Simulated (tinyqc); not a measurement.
Worked calculation: Born-Oppenheimer dynamics on the RHF/sto-3g surface (energies and gradients from PySCF), for OH-, spin multiplicity 1. The basis has no diffuse functions, so it cannot describe the extra electron: this is an exercise in the method, not the real anion. Computed by tinyqc, a small Python program that keeps every step (integrals from PySCF). Settings: charge = -1, multiplicity = 1, basis = sto-3g, time step (fs) = 2.0, steps = 16. Command: `OMP_NUM_THREADS=1 python tinyqc.py 22851 22852 out.jsonl` (the two numbers bound the seeds that draw the settings). One thread of a shared host (Intel(R) Xeon(R) Processor @ 2.60GHz), about 1 s of CPU time with the checks.

## Velocity Verlet step 1

positions (bohr):
```
           x         y         z
1O  0.000000  0.000000  0.000000
2H  0.000000  0.000000  1.925631
```

velocities (bohr per atomic time unit):
```
               x             y             z
1O  -0.000000771  -0.000005513   0.000000533
2H   0.000012229   0.000087487  -0.000008467
```

gradient (hartree/bohr):
```
             x           y            z
1O  0.00000000  0.00000000   0.03902748
2H  0.00000000  0.00000000  -0.03902748
```

masses (electron masses): 1O 29156.946388, 2H 1837.152588

gradient after step 1 (hartree/bohr):
```
              x            y            z
1O   0.00000321   0.00002295   0.00597656
2H  -0.00000321  -0.00002295  -0.00597656
```

dt = 2 fs = 82.6827 atomic units; x' = x + v dt - g dt^2 / (2m); after the new gradient g', v' = v - (g + g') dt / (2m).

positions after step 1 (bohr):
```
            x          y          z
1O  -0.000064  -0.000456  -0.004531
2H   0.001011   0.007234   1.997546
```

velocities after step 1 (bohr per atomic time unit):
```
               x             y             z
1O  -0.000000775  -0.000005545  -0.000063277
2H   0.000012302   0.000088004   0.001004258
```

## Velocity Verlet step 2

gradient after step 2 (hartree/bohr):
```
              x            y            z
1O  -0.00002775  -0.00019851  -0.02697513
2H   0.00002775   0.00019851   0.02697513
```

As before.

positions after step 2 (bohr):
```
            x          y          z
1O  -0.000128  -0.000917  -0.010464
2H   0.002034   0.014553   2.091700
```

velocities after step 2 (bohr per atomic time unit):
```
               x             y             z
1O  -0.000000740  -0.000005296  -0.000033504
2H   0.000011749   0.000084054   0.000531728
```

## Energy conservation

The total energy should stay constant up to terms of order dt^2; the step counts as short enough if it moves by less than 2 % of the largest kinetic energy.

Trajectory:
```
time (fs)  1O-2H (angstrom)  potential (hartree)  kinetic (hartree)  total (hartree)
0.000000           1.019000         -74.06329852         0.00000769     -74.06329083
2.000000           1.059461         -74.06496979         0.00099250     -74.06397729
4.000000           1.112448         -74.06383175         0.00028311     -74.06354864
6.000000           1.108981         -74.06400247         0.00040613     -74.06359634
8.000000           1.052934         -74.06486652         0.00091058     -74.06395594
10.000000          1.019505         -74.06333555         0.00002937     -74.06330618
12.000000          1.066820         -74.06501635         0.00105195     -74.06396440
14.000000          1.115736         -74.06365880         0.00016741     -74.06349139
16.000000          1.104598         -74.06420068         0.00055689     -74.06364379
18.000000          1.045897         -74.06468722         0.00079336     -74.06389385
20.000000          1.021133         -74.06345194         0.00009681     -74.06335513
22.000000          1.074015         -74.06499318         0.00107150     -74.06392168
24.000000          1.118264         -74.06351860         0.00008100     -74.06343760
26.000000          1.099739         -74.06439688         0.00070894     -74.06368794
28.000000          1.039370         -74.06445536         0.00065709     -74.06379827
30.000000          1.023859         -74.06363660         0.00020192     -74.06343468
32.000000          1.080872         -74.06491050         0.00104759     -74.06386291
```

The total energy moves within 6.9e-04 hartree; that is over 2 % of the largest kinetic energy, so the time step is too long.
